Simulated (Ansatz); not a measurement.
The input, for Ansatz 0.2.0:

```yaml
crystal:
  periodic: [false, false, false]
  atoms:
    - {symbol: Si, position_ang: [0.000000, 0.000000, 2.135141]}
    - {symbol: C, position_ang: [0.000000, 0.000000, -0.527859]}
    - {symbol: H, position_ang: [0.000000, 0.000000, -1.607282]}
basis:
  gaussian: {orbitals: 6-31G, occupation: {up: {"A1": 7, "B1": 2, "B2": 2}, down: {"A1": 7, "B1": 2, "B2": 1}}}
magnetization: {spin_polarized: false, initial_magnetization: 1}
correlation: {method: fci, electrons: outside_noble_gas}
```

```sh
$ ansatz run in.yaml --threads 1 --pin off --events-out ev --progress --plain --max-ram 2393MiB
```

Log:

```
493 factors; integrals over basis functions are off by at most 8.5e-8 eV
mean field evaluation 1: about -8893.5294 eV, gradient 2.8e1 eV
mean field evaluation 2: about -8898.3460 eV, gradient 5.3e0 eV
mean field evaluation 4: about -8899.5281 eV, gradient 7.6e-2 eV
mean field evaluation 8: about -8899.5275 eV, gradient 1.7e-6 eV
mean field -8899.52754637 eV, -327.0516050128 hartree, gradient 1.8e-6 eV, S^2 0.750000; 0 other end points of the search recorded, 0 dependent functions left out
mean field evaluation 16: about -8898.0930 eV, gradient 2.7e0 eV
unrestricted determinant -8901.50960580 eV, -327.1244443532 hartree, S^2 2.2452
6 core orbitals not correlated: weight in the atoms' cores, before any rotation towards them, 1.000 or more for the frozen orbitals, at most 0.000 for the correlated occupied ones
reference -8899.52754637 eV, -327.0516050128 hartree; 5, 4 occupied and 13, 14 virtual orbitals, 493 factors
state -8904.44611476 eV, -327.2323590669 hartree
Total energy: -8904.44611476 eV, -327.2323590669 hartree
```

Natural occupations: 1.9689 1.9479 1.8298 1.4624 0.9467 0.5289 0.1649 0.0832 0.0245 0.0087 0.0072 0.0068 0.0055 0.0047 0.0043 0.0027 0.0018 0.0013.

Ran on 1 thread of Intel Xeon Platinum 8488C, shared host: 44 s wall, 0.77 GiB peak host memory.
